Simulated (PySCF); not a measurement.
Species: 2,2-difluoroethylamine, C2H5F2N.
Z-matrix (Å and degrees, GFN2-xTB geometry), rows numbered from 1:
```
N 
C   1  1.4502
C   2  1.5241  1  108.63
F   3  1.3538  2  110.92  1  -168.38
F   3  1.3569  2  110.53  1    74.21
H   1  1.0150  2  110.32  3   -62.85
H   1  1.0130  2  110.47  3   177.91
H   2  1.0928  1  108.85  3  -117.21
H   2  1.1025  1  114.81  3   120.85
H   3  1.0991  2  112.64  1   -46.44
```

Theory: PySCF, delta-SCF UKS SCAN, pcX-2 on the ionised atom, pcseg-1 elsewhere, spin-free X2C. Each binding energy is the total energy of the core-ionised species, with the hole localised on one atom, minus that of the ground state; both are solved self-consistently, so orbital relaxation is included.

Some binding energies are withheld.

| atom(s) | bonded to | level | binding energy (eV) |
| --- | --- | --- | --- |
| C2 | N, C and 2 H | C 1s | ? |
| C3 | 2 F, C and H | C 1s | ? |
| N1 | C and 2 H | N 1s | 405.61 |
| F4/F5 | C | F 1s | 693.22 |

What is the C 1s binding energy of C3?

295.63 eV (CHF2 carbon).

Fill in C 1s for C2.

292.18 eV (sp3 carbon bound to nitrogen).

The listed C 1s values span 3.45 eV, from C2 (bonded to N, C and 2 H) to C3 (bonded to 2 F, C and H).

Which effective nuclear charge Zeff reproduces each element's mean 1s value in the hydrogen-like formula E = 13.606 eV × Zeff²?

C (Z = 6): mean 293.9 eV, Zeff = 4.65, Z − Zeff = 1.35; N (Z = 7): mean 405.6 eV, Zeff = 5.46, Z − Zeff = 1.54; F (Z = 9): mean 693.2 eV, Zeff = 7.14, Z − Zeff = 1.86. Means run over the listed sites, weighted by atom count.

Topologically equivalent atoms share the value of their first member; where this conformer doesn't relate them by symmetry, their own values could differ. One conformer (not necessarily the lowest) at the GFN2-xTB geometry, without solvent, vibrations or thermal averaging.

Time: 35 s of wall time. Hardware: an Arm Neoverse N1 with one thread, on a shared host.
